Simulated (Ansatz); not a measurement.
Input file:

```yaml
crystal:
  periodic: [false, false, false]
  atoms:
    - {symbol: Ga, position_ang: [-0.000005, -0.351711, 2.144503]}
    - {symbol: Al, position_ang: [-0.000020, -0.216546, -0.572581]}
    - {symbol: O, position_ang: [0.000006, -0.465800, -2.160587]}
    - {symbol: H, position_ang: [0.000019, 1.034057, 0.588665]}
basis:
  gaussian: {orbitals: STO-3G}
magnetization: {spin_polarized: false, initial_magnetization: 1}
correlation: {active_space: {window: {electrons: 1, orbitals: 6}, fixed_orbitals: true}}
output: {forces: true}
```

```sh
$ ansatz run in.yaml --threads 1 --pin off --events-out ev --progress --plain --max-ram 2393MiB
```

Log:

```
352 factors; integrals over basis functions are off by at most 1.0e-4 eV
mean field evaluation 1: about -60239.2873 eV, gradient 3.7e1 eV
mean field evaluation 2: about -60239.3058 eV, gradient 3.7e1 eV
mean field evaluation 4: about -60246.9559 eV, gradient 1.4e1 eV
mean field evaluation 8: about -60248.5383 eV, gradient 5.3e0 eV
mean field evaluation 16: about -60252.8979 eV, gradient 2.2e-1 eV
mean field evaluation 32: about -60252.9556 eV, gradient 2.6e-2 eV
mean field evaluation 64: about -60252.9553 eV, gradient 1.0e-1 eV
mean field evaluation 96: about -60251.4027 eV, gradient 1.1e1 eV
mean field evaluation 128: about -60248.3390 eV, gradient 1.0e1 eV
mean field -60252.95581904 eV, -2214.2552854292 hartree, gradient 1.9e-6 eV, S^2 0.750000; 13 other end points of the search recorded, 0 dependent functions left out
reference -60252.95581904 eV, -2214.2552854292 hartree; 27, 26 occupied and 6, 7 virtual orbitals, 352 factors
state -60252.95581904 eV, -2214.2552854292 hartree
the calculation of the forces begins
Total energy: -60252.95581904 eV, -2214.2552854292 hartree
Atom 0 at    -0.000005    -0.351711     2.144503 Å, force     0.000002     0.961316    -2.396046 eV/Å
Atom 1 at    -0.000020    -0.216546    -0.572581 Å, force     0.000085     0.030012    -0.711616 eV/Å
Atom 2 at     0.000006    -0.465800    -2.160587 Å, force    -0.000055     0.252205     2.295516 eV/Å
Atom 3 at     0.000019     1.034057     0.588665 Å, force    -0.000033    -1.243533     0.812146 eV/Å
Dipole moment:    -0.000020     0.071883     0.312043 e Å
```

Natural occupations: 1.0000 0.0000 0.0000 0.0000 0.0000 0.0000.

Forces (eV/Å):
```
Ga   0.000  0.961 -2.396
Al   0.000  0.030 -0.712
O    0.000  0.252  2.296
H    0.000 -1.244  0.812
```

Ran on 1 thread of Arm Neoverse V1, shared host: 3.3 s wall, 0.09 GiB peak host memory.
